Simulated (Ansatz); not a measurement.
`CC(F)CO` and `CC(O)F` differ in one atom or group.

Ansatz, PBE0-D4/def2-TZVP geometries, multiplicity 1. Each molecule was computed in one conformer, which needn't be the lowest.

```tsv
property	`CC(F)CO`
HOMO–LUMO gap (B3LYP/def2-TZVPP) / eV	8.68
size of the dipole moment (B3LYP/def2-TZVPP) / D	1.75
zero-point energy (PBE0-D4/def2-TZVP) / kJ/mol	266.3
HOMO energy (PBE/def2-TZVPP) / eV	-6.33
HOMO energy (B3LYP/def2-TZVPP) / eV	-7.77
HOMO–LUMO gap (PBE/def2-TZVPP) / eV	6.76
```

What does the change do to each property? (Estimate.)

Ansatz gave: 
```json
{"property": "HOMO–LUMO gap (B3LYP/def2-TZVPP) / eV", "`CC(O)F`": "9.29", "shift": "0.61"}
{"property": "size of the dipole moment (B3LYP/def2-TZVPP) / D", "`CC(O)F`": "1.63", "shift": "-0.12"}
{"property": "zero-point energy (PBE0-D4/def2-TZVP) / kJ/mol", "`CC(O)F`": "191.5", "shift": "-74.8"}
{"property": "HOMO energy (PBE/def2-TZVPP) / eV", "`CC(O)F`": "-7.16", "shift": "-0.83"}
{"property": "HOMO energy (B3LYP/def2-TZVPP) / eV", "`CC(O)F`": "-8.66", "shift": "-0.89"}
{"property": "HOMO–LUMO gap (PBE/def2-TZVPP) / eV", "`CC(O)F`": "7.32", "shift": "0.56"}
```

With PBE0 the HOMO falls by 0.88 eV and the LUMO falls by 0.23 eV, so the gap widens by about 0.65 eV. PBE moves the HOMO by -0.83 eV and ωB97M-V by -0.89 eV. The zero-point energy changes by -74.8 kJ/mol with -9 modes. Dipoles are sizes alone; their direction can turn.

Positive LUMOs are unbound, so they and the gaps depend on the basis.

B3LYP here is the variant with VWN-RPA as its local correlation; programs differ in this.
